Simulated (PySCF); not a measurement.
**O: ionisation energy**

O [He] 2s2 2p4 (3P) → O⁺ [He] 2s2 2p3 (4S), as a difference of total energies. Computed with PySCF 2.14 in 6-31G*, with no relativity, point nucleus. Correlated levels: valence: 1s2 frozen. The calculations carry no spin-orbit coupling.

| method | ionisation energy (eV) | error (eV) |
| --- | --- | --- |
| UHF | 12.030 | -1.578 |
| PBE0 | 13.739 | +0.131 |
| PBE | 13.870 | +0.262 |
| MP2 (valence) | 12.965 | -0.643 |
| SCS-MP2 (valence) | 12.965 | -0.643 |
| CCSD (valence) | 12.973 | -0.635 |
| CCSD(T) (valence) | 12.981 | -0.627 |

Reference: 13.608 eV (measured; NIST levels, between the centres of gravity of the two terms).

Errors of the correlated levels include the incompleteness of this basis and the frozen core.
